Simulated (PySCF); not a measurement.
## State search for NO

Unrestricted PBE0; N 6-31G(d,p), O 6-31G(d,p); no relativity (PySCF 2.14). Outer shells of the fragments: N 2s2 2p3; O 2s2 2p4.

Followed along the bond (rough minima from three points):

```tsv
2Ms+1	unpaired	⟨S²⟩ at the start	R at minimum (Å)	Te (eV)
2	π ↑	0.75	1.15	0.00
4	π ↑↑↑	3.76	none in the scan	≤ 4.47
```

Solutions found at the starting distance of 1.255 Å, counted from the lowest of them; the search is not exhaustive and high or unbound solutions are not listed, so other states can lie among these:

```
2Ms+1   unpaired  term  E (eV)  ⟨S²⟩  ⟨Lz²⟩  μ (D)
    2        π ↑    ²Π    0.00  0.75   1.00  -0.17
    4      π ↑↑↑    ⁴Π    4.49  3.76   1.00   0.74
    4  σ ↑, π ↑↑   ⁴Σ⁻    4.95  3.76   0.00  -0.84
```

A term symbol is given only where ⟨S²⟩ and ⟨Lz²⟩ are close to those of a pure state; real π, δ and φ orbitals otherwise mix terms. A positive dipole means N(−)O(+).

Counting both spins, an empty level lies below a filled one in some of these solutions, because spin and occupation are held.
